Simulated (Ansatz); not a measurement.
# SiH2Me(NHMe) (C2H9NSi): a spread of methods and bases

Aim: run SiH2Me(NHMe) (C2H9NSi) under a spread of inputs, and see what each costs and gives.

Method: the settings change from run to run; program: Ansatz 0.2.0, Gaussian basis.

### 1 The geometry

The structure was relaxed beforehand with PBE0-D4/def2-SVP.

13 atoms, charge 0, spin multiplicity 1.

Atoms are counted from 1 here; the program's logs count them from 0.

Bond lengths: Si1–H2 1.498 Å, Si1–H3 1.507 Å, Si1–C4 1.874 Å, Si1–N8 1.734 Å, C4–H5 1.101 Å, C4–H6 1.100 Å, C4–H7 1.102 Å, N8–C9 1.442 Å, N8–H10 1.015 Å, C9–H11 1.109 Å, C9–H12 1.102 Å, C9–H13 1.103 Å. Angles: H2–Si1–H3 106.4°, H2–Si1–C4 111.7°, H2–Si1–N8 107.3°, H3–Si1–C4 108.1°, H3–Si1–N8 114.8°, C4–Si1–N8 108.6°, Si1–C4–H5 110.6°, Si1–C4–H6 111.0°, Si1–C4–H7 111.0°, H5–C4–H6 108.4°, H5–C4–H7 107.4°, H6–C4–H7 108.3°, Si1–N8–C9 124.4°, Si1–N8–H10 116.7°, C9–N8–H10 113.6°, N8–C9–H11 114.4°, N8–C9–H12 109.8°, N8–C9–H13 111.4° and more.

### 2 PBE/6-31G*

Set apart from the defaults: density fitting with def2-universal-jkfit, D4 dispersion, relativity set to scalar.

The input, in.yaml:

```yaml
crystal:
  periodic: [false, false, false]
  atoms:
    - {symbol: Si, position_ang: [0.566130, 0.597373, 0.231847]}
    - {symbol: H, position_ang: [0.799264, 0.508893, 1.709033]}
    - {symbol: H, position_ang: [1.926519, 0.701372, -0.407778]}
    - {symbol: C, position_ang: [-0.410776, 2.129595, -0.226305]}
    - {symbol: H, position_ang: [0.128680, 3.038570, 0.082063]}
    - {symbol: H, position_ang: [-1.397163, 2.127813, 0.261541]}
    - {symbol: H, position_ang: [-0.563898, 2.190230, -1.315681]}
    - {symbol: N, position_ang: [-0.350550, -0.800916, -0.229200]}
    - {symbol: C, position_ang: [-0.022932, -2.152652, 0.151813]}
    - {symbol: H, position_ang: [-0.870740, -0.738668, -1.098163]}
    - {symbol: H, position_ang: [0.711063, -2.651438, -0.512556]}
    - {symbol: H, position_ang: [0.407444, -2.160113, 1.166522]}
    - {symbol: H, position_ang: [-0.923043, -2.790050, 0.186853]}
basis:
  gaussian: {orbitals: "6-31G*", fitting: {mean_field: def2-universal-jkfit}}
hamiltonian: {xc: {name: PBE}, dispersion: d4, pseudopotentials: {relativity: scalar}}
scf: {omitted_lower_state_checks: [starts]}
```

On the command line:

```
ansatz run in.yaml --threads 4 --pin off --events-out ev --progress --plain --max-ram 3916MiB
```

Output:

```text
Functional definition: PBE
  name "PBE"
  cite "Perdew, Burke & Ernzerhof, Phys. Rev. Lett. 77, 3865 (1996) doi:10.1103/PhysRevLett.77.3865"
  parent pbe
  parameter kappa = 0.804
  parameter beta = 0.06672455060314922
  exchange = pbe_x(kappa = kappa, mu = beta*pi^2/3)
  correlation = pbe_c(beta = beta)
these checks for a lower state are left out or cut short: starts
517 factors; integrals over basis functions are off by at most 7.6e-2 eV
mean field evaluation 1: about -11582.8009 eV, gradient 7.5e1 eV
mean field evaluation 2: about -11555.5635 eV, gradient 1.2e2 eV
mean field evaluation 4: about -11595.1471 eV, gradient 8.8e0 eV
mean field evaluation 8: about -11595.3216 eV, gradient 1.4e-1 eV
mean field -11595.32161026 eV, -426.1202095859 hartree, gradient 2.9e-5 eV, S^2 0.000000; 0 other end points of the search recorded, 0 dependent functions left out
reference -11595.32164020 eV, -426.1202106861 hartree; 21, 21 occupied and 61, 61 virtual orbitals, 517 factors
Total energy: -11595.55078372 eV, -426.1286315551 hartree
Relativity: scalar
Checks for a lower state left out: starts
```

Wall time 0.55 s (4 threads of Intel Xeon at 2.60GHz, shared host).

### 3 B3LYP5/def2-TZVP

Options: atoms shaken by 0.15 Å, the search for lower states set to off.

The input, in.yaml:

```yaml
crystal:
  periodic: [false, false, false]
  atoms:
    - {symbol: Si, position_ang: [0.364158, 0.720076, -0.017908]}
    - {symbol: H, position_ang: [0.926971, 0.297079, 1.265668]}
    - {symbol: H, position_ang: [1.984790, 0.708122, -0.220356]}
    - {symbol: C, position_ang: [-0.558407, 2.226565, -0.270786]}
    - {symbol: H, position_ang: [0.176119, 3.222158, 0.015272]}
    - {symbol: H, position_ang: [-1.443608, 2.224736, 0.094643]}
    - {symbol: H, position_ang: [-0.563162, 2.279797, -1.367776]}
    - {symbol: N, position_ang: [-0.384031, -0.785281, -0.123688]}
    - {symbol: C, position_ang: [0.155457, -1.950505, 0.206358]}
    - {symbol: H, position_ang: [-0.867596, -0.862139, -0.936252]}
    - {symbol: H, position_ang: [0.665430, -2.707647, -0.775794]}
    - {symbol: H, position_ang: [0.434523, -2.091880, 1.384306]}
    - {symbol: H, position_ang: [-1.187617, -2.695481, 0.172546]}
basis:
  gaussian: {orbitals: def2-TZVP}
hamiltonian: {xc: {name: B3LYP5}}
scf: {lower_state_search: off}
output: {forces: true}
```

The command is unchanged.

Output:

```text
Functional definition: B3LYP5
  name "B3LYP5"
  cite "Stephens, Devlin, Chabalowski & Frisch, J. Phys. Chem. 98, 11623 (1994) doi:10.1021/j100096a001"
  cite "Becke, Phys. Rev. A 38, 3098 (1988) doi:10.1103/PhysRevA.38.3098"
  cite "Lee, Yang & Parr, Phys. Rev. B 37, 785 (1988) doi:10.1103/PhysRevB.37.785"
  cite "Vosko, Wilk & Nusair, Can. J. Phys. 58, 1200 (1980) doi:10.1139/p80-159"
  parameter a0 = 0.2
  parameter ax = 0.72
  parameter ac = 0.81
  exchange = (1 - a0 - ax)*slater_x + ax*b88_x + a0*exact_x
  correlation = (1 - ac)*vwn5_c + ac*lyp_c
these checks for a lower state are left out or cut short: stability, starts, cluster_reference, orbital_swaps, neighbouring_geometries, increment
1172 factors; their error is unknown
mean field evaluation 1: about -11566.9409 eV, gradient 8.4e1 eV
mean field evaluation 2: about -11540.9483 eV, gradient 1.3e2 eV
mean field evaluation 4: about -11581.7888 eV, gradient 9.9e0 eV
mean field evaluation 8: about -11582.0111 eV, gradient 1.9e-1 eV
mean field evaluation 16: about -11582.0241 eV, gradient 5.4e-3 eV
mean field -11582.02413203 eV, -425.6315362742 hartree, gradient 5.0e-6 eV, S^2 0.000000; 0 other end points of the search recorded, 0 dependent functions left out
the calculation of the forces begins
reference -11582.02442662 eV, -425.6315471000 hartree; 21, 21 occupied and 163, 163 virtual orbitals, 1172 factors
Total energy: -11582.02442662 eV, -425.6315471000 hartree
Atom 0 at     0.364158     0.720076    -0.017908 Å, force     5.100635    -1.031185     2.861169 eV/Å
Atom 1 at     0.926971     0.297079     1.265668 Å, force    -0.499412     0.841507     1.621049 eV/Å
Atom 2 at     1.984790     0.708122    -0.220356 Å, force    -1.543653     0.551661    -1.553489 eV/Å
Atom 3 at    -0.558407     2.226565    -0.270786 Å, force     7.566971     3.180931    -3.002714 eV/Å
Atom 4 at     0.176119     3.222158     0.015272 Å, force    -2.263781    -2.851156    -0.436027 eV/Å
Atom 5 at    -1.443608     2.224736     0.094643 Å, force    -5.860038     0.459566     2.547595 eV/Å
Atom 6 at    -0.563162     2.279797    -1.367776 Å, force    -0.530711     0.379409    -0.000508 eV/Å
Atom 7 at    -0.384031    -0.785281    -0.123688 Å, force    -0.130429     3.708621    -0.668192 eV/Å
Atom 8 at     0.155457    -1.950505     0.206358 Å, force    -2.504089    -8.113730     0.862984 eV/Å
Atom 9 at    -0.867596    -0.862139    -0.936252 Å, force    -2.151422    -0.558409    -2.806478 eV/Å
Atom 10 at     0.665430    -2.707647    -0.775794 Å, force    -0.648139     2.396461     3.372892 eV/Å
Atom 11 at     0.434523    -2.091880     1.384306 Å, force     0.034187     0.315291    -3.339456 eV/Å
Atom 12 at    -1.187617    -2.695481     0.172546 Å, force     3.429881     0.721033     0.541178 eV/Å
Dipole moment:    -0.305113     0.337565    -0.361167 e Å
Checks for a lower state left out: stability, starts, cluster_reference, orbital_swaps, neighbouring_geometries, increment
```

Run time: 1.8 s. Hardware: 4 threads of Intel Xeon at 2.60GHz, shared host.

Largest force 8.740 eV/Å, dipole 2.79 D.

### 4 HSE06/def2-SVP

This run has atoms shaken by 0.08 Å, the search for lower states set to off.

The input, in.yaml:

```yaml
crystal:
  periodic: [false, false, false]
  atoms:
    - {symbol: Si, position_ang: [0.626719, 0.492543, 0.225899]}
    - {symbol: H, position_ang: [0.807247, 0.533195, 1.711608]}
    - {symbol: H, position_ang: [2.103026, 0.727221, -0.493107]}
    - {symbol: C, position_ang: [-0.420511, 2.074034, -0.186776]}
    - {symbol: H, position_ang: [0.069863, 2.975985, 0.150663]}
    - {symbol: H, position_ang: [-1.355311, 2.306548, 0.352047]}
    - {symbol: H, position_ang: [-0.509472, 2.192261, -1.427501]}
    - {symbol: N, position_ang: [-0.355436, -0.627483, -0.355937]}
    - {symbol: C, position_ang: [0.001831, -2.108391, 0.243477]}
    - {symbol: H, position_ang: [-0.881115, -0.794449, -1.114554]}
    - {symbol: H, position_ang: [0.595010, -2.628093, -0.428250]}
    - {symbol: H, position_ang: [0.310968, -2.056515, 1.222890]}
    - {symbol: H, position_ang: [-0.906778, -2.847516, 0.143937]}
basis:
  gaussian: {orbitals: def2-SVP}
hamiltonian: {xc: {name: HSE06}}
scf: {lower_state_search: off}
output: {forces: true}
```

Launched as before.

Output:

```text
Functional definition: HSE06
  name "HSE06"
  cite "Heyd, Scuseria & Ernzerhof, J. Chem. Phys. 118, 8207 (2003) doi:10.1063/1.1564060"
  cite "Krukau, Vydrov, Izmaylov & Scuseria, J. Chem. Phys. 125, 224106 (2006) doi:10.1063/1.2404663"
  cite "Heyd & Scuseria, J. Chem. Phys. 120, 7274 (2004) doi:10.1063/1.1668634"
  cite "Ernzerhof & Perdew, J. Chem. Phys. 109, 3313 (1998) doi:10.1063/1.476928"
  cite "Perdew, Burke & Ernzerhof, Phys. Rev. Lett. 77, 3865 (1996) doi:10.1103/PhysRevLett.77.3865"
  parent pbe
  parameter a = 0.25
  parameter omega = 0.11/bohr
  # The whole range is PBE's own exchange, as in plane waves. The composition of these papers is wPBEh.
  exchange = pbe_x - a*pbe_x_sr(omega) + a*exact_x_sr(omega)
  correlation = pbe_c
these checks for a lower state are left out or cut short: stability, starts, cluster_reference, orbital_swaps, neighbouring_geometries, increment
1068 factors; integrals over basis functions are off by at most 1.2e-3 eV
106 factors; integrals over basis functions are off by at most 4.8e-7 eV
mean field evaluation 1: about -11564.2974 eV, gradient 6.2e1 eV
mean field evaluation 2: about -11556.1283 eV, gradient 8.2e1 eV
mean field evaluation 4: about -11573.0675 eV, gradient 4.8e0 eV
mean field evaluation 8: about -11573.2902 eV, gradient 2.2e-1 eV
mean field evaluation 16: about -11573.2903 eV, gradient 2.1e-5 eV
mean field -11573.29034210 eV, -425.3105754142 hartree, gradient 4.7e-6 eV, S^2 0.000000; 0 other end points of the search recorded, 0 dependent functions left out
the calculation of the forces begins
reference -11573.29038085 eV, -425.3105768384 hartree; 21, 21 occupied and 84, 84 virtual orbitals, 1068 factors
Total energy: -11573.29038085 eV, -425.3105768384 hartree
Atom 0 at     0.626719     0.492543     0.225899 Å, force     2.247164     5.679864    -0.152944 eV/Å
Atom 1 at     0.807247     0.533195     1.711608 Å, force     0.116625    -0.568696    -0.057507 eV/Å
Atom 2 at     2.103026     0.727221    -0.493107 Å, force    -1.566140    -0.458685     0.922229 eV/Å
Atom 3 at    -0.420511     2.074034    -0.186776 Å, force     0.615472     0.479631    -2.634484 eV/Å
Atom 4 at     0.069863     2.975985     0.150663 Å, force     1.170203     0.737642    -0.194673 eV/Å
Atom 5 at    -1.355311     2.306548     0.352047 Å, force    -0.517319    -1.102279    -0.427659 eV/Å
Atom 6 at    -0.509472     2.192261    -1.427501 Å, force    -0.111562    -0.276243     3.313262 eV/Å
Atom 7 at    -0.355436    -0.627483    -0.355937 Å, force     1.072882    -7.210263     4.273598 eV/Å
Atom 8 at     0.001831    -2.108391     0.243477 Å, force    -5.085154     1.540040    -3.449490 eV/Å
Atom 9 at    -0.881115    -0.794449    -1.114554 Å, force    -2.328924     0.009688    -3.591912 eV/Å
Atom 10 at     0.595010    -2.628093    -0.428250 Å, force     2.516708    -0.796524    -1.294699 eV/Å
Atom 11 at     0.310968    -2.056515     1.222890 Å, force     1.042515     0.175930     2.582534 eV/Å
Atom 12 at    -0.906778    -2.847516     0.143937 Å, force     0.827531     1.789894     0.711745 eV/Å
Dipole moment:    -0.149487    -0.439319    -0.068624 e Å
Checks for a lower state left out: stability, starts, cluster_reference, orbital_swaps, neighbouring_geometries, increment
```

Wall time 1.2 s (4 threads of Intel Xeon at 2.60GHz, shared host).

Largest force 8.450 eV/Å, dipole 2.25 D.

### 5 CAM-B3LYP/6-31G*

This run has unrestricted orbitals, finite nuclei, high accuracy.

The input, in.yaml:

```yaml
crystal:
  periodic: [false, false, false]
  atoms:
    - {symbol: Si, position_ang: [0.566130, 0.597373, 0.231847]}
    - {symbol: H, position_ang: [0.799264, 0.508893, 1.709033]}
    - {symbol: H, position_ang: [1.926519, 0.701372, -0.407778]}
    - {symbol: C, position_ang: [-0.410776, 2.129595, -0.226305]}
    - {symbol: H, position_ang: [0.128680, 3.038570, 0.082063]}
    - {symbol: H, position_ang: [-1.397163, 2.127813, 0.261541]}
    - {symbol: H, position_ang: [-0.563898, 2.190230, -1.315681]}
    - {symbol: N, position_ang: [-0.350550, -0.800916, -0.229200]}
    - {symbol: C, position_ang: [-0.022932, -2.152652, 0.151813]}
    - {symbol: H, position_ang: [-0.870740, -0.738668, -1.098163]}
    - {symbol: H, position_ang: [0.711063, -2.651438, -0.512556]}
    - {symbol: H, position_ang: [0.407444, -2.160113, 1.166522]}
    - {symbol: H, position_ang: [-0.923043, -2.790050, 0.186853]}
basis:
  gaussian: {orbitals: "6-31G*", nuclear_model: gaussian}
magnetization: {spin_polarized: true, initial_magnetization: 0}
hamiltonian: {xc: {name: CAM-B3LYP}}
accuracy: high
scf: {omitted_lower_state_checks: [starts]}
output: {forces: true}
```

Same command.

Output:

```text
Functional definition: CAM-B3LYP
  name "CAM-B3LYP"
  cite "Yanai, Tew & Handy, Chem. Phys. Lett. 393, 51 (2004) doi:10.1016/j.cplett.2004.06.011"
  cite "Iikura, Tsuneda, Yanai & Hirao, J. Chem. Phys. 115, 3540 (2001) doi:10.1063/1.1383587"
  cite "Becke, Phys. Rev. A 38, 3098 (1988) doi:10.1103/PhysRevA.38.3098"
  cite "Lee, Yang & Parr, Phys. Rev. B 37, 785 (1988) doi:10.1103/PhysRevB.37.785"
  cite "Vosko, Wilk & Nusair, Can. J. Phys. 58, 1200 (1980) doi:10.1139/p80-159"
  parameter alpha = 0.19
  parameter beta = 0.46
  parameter omega = 0.33/bohr
  parameter ac = 0.81
  # Exact exchange under (alpha + beta erf(omega r))/r, Becke's under what is left of 1/r.
  exchange = (1 - alpha - beta)*b88_x + beta*b88_x_sr(omega) + alpha*exact_x + beta*exact_x_lr(omega)
  correlation = (1 - ac)*vwn5_c + ac*lyp_c
these checks for a lower state are left out or cut short: starts
1992 factors; integrals over basis functions are off by at most 7.7e-9 eV
448 factors; integrals over basis functions are off by at most 2.7e-9 eV
mean field evaluation 1: about -11580.4543 eV, gradient 3.7e1 eV
mean field evaluation 2: about -11579.8929 eV, gradient 3.9e1 eV
mean field evaluation 4: about -11586.2955 eV, gradient 1.3e0 eV
mean field evaluation 8: about -11586.4790 eV, gradient 1.4e-2 eV
mean field evaluation 16: about -11586.4791 eV, gradient 1.1e-5 eV
mean field -11586.47905900 eV, -425.7952518207 hartree, gradient 3.2e-8 eV, S^2 0.000000; 0 other end points of the search recorded, 0 dependent functions left out
the calculation of the forces begins
reference -11586.47907916 eV, -425.7952525615 hartree; 21, 21 occupied and 61, 61 virtual orbitals, 1992 factors
Total energy: -11586.47907916 eV, -425.7952525615 hartree
Atom 0 at     0.566130     0.597373     0.231847 Å, force     0.088096    -0.131459     0.049797 eV/Å
Atom 1 at     0.799264     0.508893     1.709033 Å, force    -0.021464     0.001530    -0.185276 eV/Å
Atom 2 at     1.926519     0.701372    -0.407778 Å, force    -0.153359    -0.014523     0.088400 eV/Å
Atom 3 at    -0.410776     2.129595    -0.226305 Å, force    -0.084456     0.138578    -0.045744 eV/Å
Atom 4 at     0.128680     3.038570     0.082063 Å, force    -0.128849    -0.168145    -0.067530 eV/Å
Atom 5 at    -1.397163     2.127813     0.261541 Å, force     0.206181     0.030587    -0.114715 eV/Å
Atom 6 at    -0.563898     2.190230    -1.315681 Å, force     0.006434     0.013982     0.227124 eV/Å
Atom 7 at    -0.350550    -0.800916    -0.229200 Å, force    -0.024918     0.399545    -0.099336 eV/Å
Atom 8 at    -0.022932    -2.152652     0.151813 Å, force     0.154094    -0.582836     0.177431 eV/Å
Atom 9 at    -0.870740    -0.738668    -1.098163 Å, force     0.058018    -0.041978     0.091540 eV/Å
Atom 10 at     0.711063    -2.651438    -0.512556 Å, force    -0.164912     0.146615     0.120481 eV/Å
Atom 11 at     0.407444    -2.160113     1.166522 Å, force    -0.103099     0.045006    -0.219168 eV/Å
Atom 12 at    -0.923043    -2.790050     0.186853 Å, force     0.168234     0.163097    -0.023004 eV/Å
Dipole moment:    -0.132669    -0.048992    -0.181048 e Å
Checks for a lower state left out: starts
```

Run time: 5.5 s. Hardware: 4 threads of Intel Xeon at 2.60GHz, shared host.

Largest force 0.628 eV/Å, dipole 1.10 D, ⟨S²⟩ 0.000.

### 6 The runs in one table

| level | charge | multiplicity | geometry | functions | energy (eV) | time |
| --- | --- | --- | --- | --- | --- | --- |
| PBE/6-31G* | 0 | 1 | relaxed | 82 | -11595.551 | 0.55 s |
| B3LYP5/def2-TZVP | 0 | 1 | shaken | 184 | -11582.024 | 1.8 s |
| HSE06/def2-SVP | 0 | 1 | shaken | 105 | -11573.290 | 1.2 s |
| CAM-B3LYP/6-31G* | 0 | 1 | relaxed | 82 | -11586.479 | 5.5 s |

### 7 Summary of results

| quantity | value |
| --- | --- |
| runs | 4 |
| quickest | PBE/6-31G*, 0.55 s |
| slowest | CAM-B3LYP/6-31G*, 5.5 s |
| spread of total energies, same state and geometry | 9.1 eV |

CAM-B3LYP/6-31G* took 10 times as long as PBE/6-31G*. The jobs differ in tasks and options as well as level. Total energies at one charge and spin differ by 9 eV between levels, so only differences within one level mean anything. Some of these runs are scalar-relativistic and others not, which shifts the totals of all-electron atoms past neon by several eV an atom and more; core potentials, where a basis has them, take the core out of the total altogether. At the PBE0-D4/def2-SVP geometry and in the same state, the sound runs without point charges leave forces up to 0.63 eV/Å (CAM-B3LYP/6-31G*), against 8.7 eV/Å where the atoms were moved.
